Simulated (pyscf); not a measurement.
Structures and frequencies: ωB97X-D3(BJ)/def2-SVP in PySCF.

SMILES: [O]=[Mo](=[O])([OH])[O]C
```xyz
10

C     -0.7704     1.4386     1.6688
O      0.1469     0.4448     1.2650
Mo     0.2100    -0.9320     0.0378
O     -1.2747    -1.0307    -0.7201
O      1.3753    -0.6053    -1.1142
O      0.5878    -2.5470     0.9049
H     -1.7674     1.2516     1.2352
H     -0.8463     1.4329     2.7674
H     -0.4109     2.4266     1.3398
H      1.4087    -3.0471     0.8219
```

**Question.** How much does it cost (ΔH, 298 K, ωB97M-D3(BJ)/def2-TZVP) to split H₃C–O–Mo(=O)(=O)–OH at its Mo–O bond into H₃C–O• + [O=Mo(=O)–OH]•?

**Answer.** Mo–O to H₃C–O• + [O=Mo(=O)–OH]•: 92.5 kcal/mol. The 7 functionals that were run give +91.6 (M06-2X) to +96.7 kcal/mol (PBE). The radicals are drawn with the spin at the cut bond; how far it spreads was not checked. H₃C–O• lies 7.0 kcal/mol over its isomer •H₂C–OH (electronic energy, ωB97M-D3(BJ)/def2-TZVP). Other isomers of [O=Mo(=O)–OH]• were not searched in full and may lie lower. Open-shell species with a d-block atom are single-reference here; other states, and whether the spin sits on metal or ligand, were not checked. Elements past Kr carry the def2 core potentials, without spin-orbit coupling.
